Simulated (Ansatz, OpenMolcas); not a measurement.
Heat of formation of NO (nitric oxide) from total energies

NO: 2 atoms, total charge 0, spin state doublet. As SMILES, `[N]=O`. The shape is that of a PBE0-D4/def2-TZVP optimisation.

```xyz
2

N    -0.4836    0.1770   -0.2440
O     0.4836   -0.1770    0.2440
```

Total energies at UM06-2X/def2-TZVPPD (OpenMolcas 26.06); the atoms run unrestricted:

| species | state | energy (Eh) |
| --- | --- | --- |
| NO | doublet | -129.895814 |
| N | quartet | -54.587170 |
| O | triplet | -75.066592 |

Harmonic wavenumbers at UPBE0-D4/def2-TZVP, in cm⁻¹: 2031.

Measured heats of formation of the gaseous atoms at 298.15 K, in kJ/mol: N 472.4, O 249.2. Spin-orbit lowering of the atoms at 298 K (mean of the ground term's levels less their thermal mean, from spectra), in kJ/mol: O 0.40. Take 1 Eh = 2625.50 kJ/mol, 1 cm⁻¹ = 0.0119627 kJ/mol, RT = 2.479 kJ/mol.

Problem. Work out the heat of formation of the gas at 298 K.

Solution. 
1. Electronic atomisation energy: (-54.587170) + (-75.066592) − (-129.895814) = 0.242052 Eh = 635.5 kJ/mol.
2. Zero-point energy: half the sum of the wavenumbers, 1015.5 cm⁻¹ = 12.1 kJ/mol.
3. Thermal vibrational enthalpy, Σ hcν̃/(exp(hcν̃/kT) − 1): 0.0 kJ/mol. Translation, rotation and pV of a linear molecule: 3.5 RT = 8.7 kJ/mol.
4. The 2 free atoms carry 5/2 RT each: 12.4 kJ/mol.
5. Spin-orbit coupling lowers the free atoms by 0.40 = 0.4 kJ/mol.
6. Atomisation enthalpy at 298 K: 635.5 − 0.4 − 12.1 − 0.0 − 8.7 + 12.4 = 626.7 kJ/mol.
7. Sum of the atoms' heats of formation: 721.6 kJ/mol. Heat of formation: 721.6 − 626.7 = +94.9 kJ/mol.

No measured value is set beside it here. Anharmonicity and any spin-orbit splitting of the molecule are left out.
